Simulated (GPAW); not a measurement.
**C2H3F2 (SMILES F[CH]CF) in GPAW**

Aim: energy and one-electron properties of C2H3F2.

The calculation is run with GPAW 26.7.0.

### 1 The molecule

C2H3F2: 7 atoms, total charge 0, spin state doublet. As SMILES, `F[CH]CF`. Geometry: relaxed at GFN2-xTB. This is one conformer, not always the lowest.

Bond lengths: F1–C2 1.340 Å, C2–C3 1.473 Å, C3–F4 1.371 Å, C2–H5 1.074 Å, C3–H6 1.107 Å, C3–H7 1.098 Å. Angles: F1–C2–C3 117.1°, C2–C3–F4 110.2°, F1–C2–H5 115.3°, C3–C2–H5 125.1°, C2–C3–H6 113.2°, C2–C3–H7 110.9°, F4–C3–H6 105.7°, F4–C3–H7 107.8°, H6–C3–H7 108.7°.

### 2 The job

molecule.sdf

```

     RDKit          3D

  7  6  0  0  0  0  0  0  0  0999 V2000
   -0.9291    1.3592   -0.9084 F   0  0  0  0  0  0  0  0  0  0  0  0
   -0.7770    0.1720   -0.3064 C   0  0  0  0  0  3  0  0  0  0  0  0
    0.5693   -0.1603    0.1910 C   0  0  0  0  0  0  0  0  0  0  0  0
    0.6958   -1.5167    0.3478 F   0  0  0  0  0  0  0  0  0  0  0  0
   -1.6873   -0.3021    0.0098 H   0  0  0  0  0  0  0  0  0  0  0  0
    0.7875    0.2780    1.1834 H   0  0  0  0  0  0  0  0  0  0  0  0
    1.3407    0.1699   -0.5172 H   0  0  0  0  0  0  0  0  0  0  0  0
  2  1  1  0
  3  2  1  0
  4  3  1  0
  5  2  1  0
  6  3  1  0
  7  3  1  0
M  RAD  1   2   2
M  END
$$$$
```

sp.py

```python
import numpy as np
from ase.io import read
from ase.units import Debye
from gpaw import GPAW

# Geometry
mol = read('molecule.sdf')
mol.set_cell([10.0, 10.0, 10.0])
mol.center()
mol.set_initial_magnetic_moments([1.0, 0.0, 0.0, 0.0, 0.0, 0.0, 0.0])

# DFT calculator
dft = GPAW(mode='lcao',
           basis='dzp',
           h=0.2,
           xc='PBE2',
           occupations={'name': 'fermi-dirac', 'width': 0.01, 'fixmagmom': True},
           maxiter=56,
           poissonsolver={'name': 'MomentCorrectionPoissonSolver', 'poissonsolver': 'fast', 'moment_corrections': 9},
           txt='-')
mol.calc = dft

energy = mol.get_potential_energy()
print(f'Energy                  {energy:.5f} eV')
forces = mol.get_forces()
print('Forces (eV/Ang)')
for symbol, f in zip(mol.symbols, forces):
    print(f'{symbol:2} {f[0]:9.4f} {f[1]:9.4f} {f[2]:9.4f}')
dipole = mol.get_dipole_moment() / Debye
print(f'Dipole                  {np.linalg.norm(dipole):.3f} D')
```

On the command line:

```sh
$ python sp.py
```

The log of the run:

```text
__  _  _
 | _ |_)|_||  |
 |__||  | ||/\| - 26.7.0

units:  Angstrom and eV
cores:  1
OpenMP: False

Versions:
  Python: 3.12.14
  ASE:    3.29.0
  Numpy:  2.5.5
  Scipy:  1.18.1
  Libxc:  7.0.0

        _gpaw.cpython-312-aarch64-linux-gnu.so

Input parameters:
  mode=LCAO(),
  basis={'default': 'dzp'},
  h=0.2,
  maxiter=56,
  occupations=Occupations(name='fermi-dirac', width=0.01, fixmagmom=True),
  poissonsolver=PoissonSolver(name='MomentCorrectionPoissonSolver', poissonsolver='fast', moment_corrections=9),
  xc=XC(name='PBE2')
Traceback (most recent call last):
ValueError: not enough values to unpack (expected 2, got 1)

During handling of the above exception, another exception occurred:

NameError: Unknown functional: PBE2.
```

Wall time 0.74 s (1 thread of Arm Neoverse V1, shared host); peak memory 0.11 GiB.

### 3 Reading the log

The program refused the input.

The log says `NameError: Unknown functional: PBE2.`. Cause: the input names a functional that the program doesn't know. To mend it: functional OLYP in place of PBE2.
